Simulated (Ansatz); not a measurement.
Born–Oppenheimer molecular dynamics of BF2H (4 atoms, charge 0, multiplicity 1). It starts at the highest image of a converged band. Of that band: Neighbouring images differ by up to 1.8 eV, so the band resolves the path poorly. A vibrational analysis at the climbing image gives one clearly imaginary mode, 1134i cm⁻¹: a first-order saddle point.

All numbers below come from RKS r2SCAN-D4/def2-SVPD (Ansatz).

```
ensemble                      : NVE (velocity Verlet)
time step                     : 0.5 fs
steps asked                   : 200
starting velocities drawn for : 100 K
seed                          : 7352
```

First frame:

```xyz
4
Properties=species:S:1:pos:R:3
B -0.348 0.000 0.347
H 0.836 0.000 1.003
F 1.565 0.000 0.079
F -0.929 0.000 -0.781
```

(1) How far do the bonds stretch over the last three quarters of this one trajectory? (Pairs bonded in most of those frames.)

Answers

(1) 
```
 bond  mean (Å)  spread (Å)  shortest  longest
B1–F4     1.274       0.013      1.25     1.29
H2–F3     0.929       0.014      0.91     0.98
```

Mean temperature of the second half: 1460 K. The conserved energy stayed within 0.032 meV per atom of its start (net change 0.025 meV per atom), so the integration is sound. The kinetic energy rose, since the run started high on the potential surface and went downhill. It ends in pieces (BF + FH), so much of that is their flight and rotation, not heat. A run of 0.1 ps of so small a system gives no equilibrium averages. The orbitals stay closed-shell, which can raise the energy where a bond breaks towards radicals; this wasn't checked here.

The run took 5.7 min on 1 thread of Arm Neoverse V2, with other jobs on the host, peak memory 0.13 GiB.
